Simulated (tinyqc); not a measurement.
Worked calculation: UKS/LDA (PW92) in the sto-6g basis, for CH2, spin multiplicity 3. One step of it, computed by the program tinyqc.

Question. Iteration 2: building the Kohn-Sham matrix. J_ij = sum D_kl (ij|kl) with D = D(alpha) + D(beta); F = H + J + V_xc; E = tr D H + tr D J / 2 + E_xc + E_nn.

D(alpha) after iteration 1, lower triangle:
```
            1C 1s      1C 2s    1C 2px     1C 2py    1C 2pz      2H 1s     3H 1s
1C 1s    1.051552
1C 2s   -0.208179   0.880784
1C 2px   0.000000   0.000000  1.000000
1C 2py   0.001559  -0.010468  0.000000   0.326419
1C 2pz   0.068946  -0.335554  0.000000   0.003028  0.601139
2H 1s   -0.029815   0.033338  0.000000   0.247898  0.236174   0.322085
3H 1s   -0.027145   0.034345  0.000000  -0.251663  0.242305  -0.055374  0.332021
```

D(beta) after iteration 1, lower triangle:
```
            1C 1s      1C 2s    1C 2px     1C 2py    1C 2pz      2H 1s     3H 1s
1C 1s    1.034374
1C 2s   -0.131987   0.548387
1C 2px   0.000000   0.000000  0.000000
1C 2py   0.001828  -0.011160  0.000000   0.308860
1C 2pz  -0.020684   0.080677  0.000000   0.005096  0.012018
2H 1s   -0.066863   0.186556  0.000000   0.247757  0.032964   0.268946
3H 1s   -0.066279   0.198306  0.000000  -0.250860  0.023810  -0.133306  0.269474
```

core Hamiltonian H = T + V (hartree), lower triangle:
```
             1C 1s      1C 2s     1C 2px     1C 2py     1C 2pz      2H 1s      3H 1s
1C 1s   -18.776981
1C 2s    -4.314955  -5.494637
1C 2px    0.000000   0.000000  -4.444869
1C 2py   -0.001133  -0.009697   0.000000  -4.572399
1C 2pz   -0.015110  -0.156207   0.000000  -0.005077  -4.505454
2H 1s    -0.835973  -1.977453   0.000000  -1.411679  -1.005880  -3.271908
3H 1s    -0.719472  -1.787542   0.000000   1.304062  -0.929892  -0.464758  -3.150336
```

Two-electron integrals (ij|kl) in chemists' order, unique and non-zero (hartree):
```
(11|11) 3.543743    (21|11) 0.529462    (21|21) 0.100317    (22|11) 0.853596
(22|21) 0.199930    (22|22) 0.624844    (31|31) 0.021271    (32|31) 0.031868
(32|32) 0.138108    (33|11) 0.853598    (33|21) 0.199930    (33|22) 0.624843
(33|33) 0.673218    (41|41) 0.021271    (42|41) 0.031868    (42|42) 0.138108
(43|43) 0.036281    (44|11) 0.853598    (44|21) 0.199930    (44|22) 0.624843
(44|33) 0.600655    (44|44) 0.673218    (51|51) 0.021271    (52|51) 0.031868
(52|52) 0.138108    (53|53) 0.036281    (54|54) 0.036281    (55|11) 0.853598
(55|21) 0.199930    (55|22) 0.624843    (55|33) 0.600655    (55|44) 0.600655
(55|55) 0.673218    (61|11) 0.107071    (61|21) 0.019536    (61|22) 0.038322
(61|33) 0.038178    (61|41) 0.001055    (61|42) 0.002048    (61|44) 0.038472
(61|51) 0.000728    (61|52) 0.001412    (61|54) 0.000202    (61|55) 0.038317
(61|61) 0.003912    (62|11) 0.265327    (62|21) 0.063116    (62|22) 0.218335
(62|33) 0.213074    (62|41) 0.005288    (62|42) 0.035819    (62|44) 0.223773
(62|51) 0.003645    (62|52) 0.024691    (62|54) 0.007376    (62|55) 0.218158
(62|61) 0.012699    (62|62) 0.102476    (63|31) 0.006638    (63|32) 0.034313
(63|43) 0.006924    (63|53) 0.004773    (63|63) 0.012195    (64|11) 0.191326
(64|21) 0.046136    (64|22) 0.168914    (64|33) 0.160545    (64|41) 0.009938
(64|42) 0.059663    (64|44) 0.182024    (64|51) 0.002275    (64|52) 0.017475
(64|54) 0.010033    (64|55) 0.164172    (64|61) 0.009714    (64|62) 0.094024
(64|64) 0.096847    (65|11) 0.131891    (65|21) 0.031804    (65|22) 0.116440
(65|33) 0.110672    (65|41) 0.002275    (65|42) 0.017475    (65|44) 0.115932
(65|51) 0.008206    (65|52) 0.046359    (65|54) 0.010550    (65|55) 0.122717
(65|61) 0.006697    (65|62) 0.064815    (65|64) 0.058355    (65|65) 0.052421
(66|11) 0.424085    (66|21) 0.102837    (66|22) 0.404359    (66|33) 0.383384
(66|41) 0.010462    (66|42) 0.095654    (66|44) 0.426039    (66|51) 0.007212
(66|52) 0.065939    (66|54) 0.029404    (66|55) 0.403654    (66|61) 0.021017
(66|62) 0.244702    (66|64) 0.247570    (66|65) 0.170662    (66|66) 0.774999
(71|11) 0.092032    (71|21) 0.016799    (71|22) 0.032980    (71|33) 0.032857
(71|41) -0.000908   (71|42) -0.001768   (71|44) 0.033108    (71|51) 0.000626
(71|52) 0.001218    (71|54) -0.000173   (71|55) 0.032976    (71|61) 0.003265
(71|62) 0.010246    (71|64) 0.007131    (71|65) 0.005413    (71|66) 0.016629
(71|71) 0.002893    (72|11) 0.238157    (72|21) 0.056706    (72|22) 0.197408
(72|33) 0.192570    (72|41) -0.004750   (72|42) -0.032747   (72|44) 0.202409
(72|51) 0.003274    (72|52) 0.022567    (72|54) -0.006780   (72|55) 0.197243
(72|61) 0.010696    (72|62) 0.066129    (72|64) 0.043793    (72|65) 0.040871
(72|66) 0.123061    (72|71) 0.009823    (72|72) 0.085460    (73|31) 0.005826
(73|32) 0.030500    (73|43) -0.006257   (73|53) 0.004312    (73|63) 0.007219
(73|73) 0.009886    (74|11) -0.175309   (74|21) -0.042296   (74|22) -0.155757
(74|33) -0.148109   (74|41) 0.008828    (74|42) 0.053993    (74|44) -0.167694
(74|51) -0.002069   (74|52) -0.016190   (74|54) 0.009185    (74|55) -0.151467
(74|61) -0.007614   (74|62) -0.045038   (74|64) -0.023675   (74|65) -0.027294
(74|66) -0.078718   (74|71) -0.007651   (74|72) -0.079877   (74|74) 0.083135
(75|11) 0.120812    (75|21) 0.029148    (75|22) 0.107338    (75|33) 0.102068
(75|41) -0.002069   (75|42) -0.016190   (75|44) 0.106940    (75|51) 0.007252
(75|52) 0.041657    (75|54) -0.009615   (75|55) 0.113006    (75|61) 0.005753
(75|62) 0.041423    (75|64) 0.026965    (75|65) 0.032269    (75|66) 0.081497
(75|71) 0.005273    (75|72) 0.055046    (75|74) -0.050479   (75|75) 0.044673
(76|11) 0.056669    (76|21) 0.013563    (76|22) 0.049334    (76|33) 0.047912
(76|41) -0.000019   (76|42) -0.000195   (76|44) 0.049249    (76|51) 0.001262
(76|52) 0.009403    (76|54) -0.000056   (76|55) 0.050840    (76|61) 0.002666
(76|62) 0.021063    (76|64) 0.016737    (76|65) 0.014635    (76|66) 0.047764
(76|71) 0.002298    (76|72) 0.019447    (76|74) -0.015908   (76|75) 0.013710
(76|76) 0.005506    (77|11) 0.403925    (77|21) 0.098015    (77|22) 0.388471
(77|33) 0.368732    (77|41) -0.009620   (77|42) -0.090462   (77|44) 0.408880
(77|51) 0.006629    (77|52) 0.062341    (77|54) -0.027668   (77|55) 0.387799
(77|61) 0.018429    (77|62) 0.131044    (77|64) 0.081774    (77|65) 0.085460
(77|66) 0.253468    (77|71) 0.017213    (77|72) 0.220489    (77|74) -0.226791
(77|75) 0.156291    (77|76) 0.047764    (77|77) 0.774999
```

nuclear repulsion = 5.28008651 hartree

V_xc(alpha) (hartree), lower triangle:
```
            1C 1s      1C 2s     1C 2px     1C 2py     1C 2pz      2H 1s      3H 1s
1C 1s   -2.180886
1C 2s   -0.294246  -0.600099
1C 2px   0.000000   0.000000  -0.603296
1C 2py   0.000036  -0.000456   0.000000  -0.598595
1C 2pz   0.002819   0.002174   0.000000  -0.001128  -0.595019
2H 1s   -0.061100  -0.213740   0.000000  -0.171158  -0.117728  -0.453644
3H 1s   -0.052522  -0.192657   0.000000   0.157096  -0.108020  -0.046453  -0.443865
```

V_xc(beta) (hartree), lower triangle:
```
            1C 1s      1C 2s     1C 2px     1C 2py     1C 2pz      2H 1s      3H 1s
1C 1s   -2.149967
1C 2s   -0.273706  -0.495647
1C 2px   0.000000   0.000000  -0.471081
1C 2py   0.000069  -0.000353   0.000000  -0.533339
1C 2pz  -0.002647  -0.035854   0.000000  -0.001639  -0.479961
2H 1s   -0.057798  -0.191436   0.000000  -0.160746  -0.113246  -0.433637
3H 1s   -0.049674  -0.172645   0.000000   0.147336  -0.103476  -0.042162  -0.423471
```

E_xc = sum of w rho eps_xc = -5.73452991 hartree

Give: Coulomb J; F(alpha); F(beta); total energy of this density.

Answer.

Coulomb J (hartree), lower triangle:
```
          1C 1s   1C 2s  1C 2px   1C 2py  1C 2pz   2H 1s   3H 1s
1C 1s   11.3339
1C 2s    2.0542  5.0146
1C 2px   0.0000  0.0000  4.9826
1C 2py   0.0004  0.0026  0.0000   5.0606
1C 2pz   0.0091  0.1072  0.0000   0.0027  5.0005
2H 1s    0.4059  1.7803  0.0000   1.3882  0.9787  3.4675
3H 1s    0.3490  1.6105  0.0000  -1.2807  0.9022  0.4052  3.3592
```

F(alpha) (hartree), lower triangle:
```
          1C 1s    1C 2s   1C 2px   1C 2py   1C 2pz    2H 1s    3H 1s
1C 1s   -9.6239
1C 2s   -2.5550  -1.0802
1C 2px   0.0000   0.0000  -0.0655
1C 2py  -0.0007  -0.0076   0.0000  -0.1104
1C 2pz  -0.0032  -0.0469   0.0000  -0.0035  -0.0999
2H 1s   -0.4912  -0.4109   0.0000  -0.1947  -0.1449  -0.2580
3H 1s   -0.4230  -0.3697   0.0000   0.1805  -0.1357  -0.1060  -0.2350
```

F(beta) (hartree), lower triangle:
```
          1C 1s    1C 2s  1C 2px   1C 2py   1C 2pz    2H 1s    3H 1s
1C 1s   -9.5930
1C 2s   -2.5345  -0.9757
1C 2px   0.0000   0.0000  0.0667
1C 2py  -0.0007  -0.0075  0.0000  -0.0451
1C 2pz  -0.0087  -0.0849  0.0000  -0.0040   0.0151
2H 1s   -0.4879  -0.3886  0.0000  -0.1842  -0.1404  -0.2380
3H 1s   -0.4202  -0.3497  0.0000   0.1707  -0.1312  -0.1017  -0.2146
```

total energy of this density = -38.579414 hartree
